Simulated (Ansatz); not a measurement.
```xyz
12

C    -0.6509    1.5417    0.5315
C    -0.4241    0.0704    0.4309
O     0.7862   -0.4503    1.0583
C     0.6891   -0.5289   -0.3047
N     0.7901   -1.8126   -0.8647
F     1.4877    0.3202   -1.0003
H    -0.9490    1.8143    1.5469
H    -1.4539    1.8406   -0.1472
H     0.2513    2.0930    0.2696
H    -1.2912   -0.5630    0.6175
H     0.4775   -1.8341   -1.8255
H     0.2872   -2.4912   -0.3121
```

Total charge 0; spin multiplicity 1.

Question: List the PBE0/def2-TZVPP orbital energies in eV (Ansatz). (An estimate is asked.)

Answer: Ansatz gave: Occupied: -674.01, -523.37, -391.55, -282.47, -279.93, -278.22, -34.28, -30.74, -25.36, -21.35, -18.28, -17.39, -15.52, -15.20, -13.93, -13.00, -12.56, -12.16, -11.49, -11.22, -10.49, -9.55, -8.62, -7.42. Lowest empty: 1.02, 1.78, 2.12, 2.37, 3.07, 3.24, 3.52, 4.17.
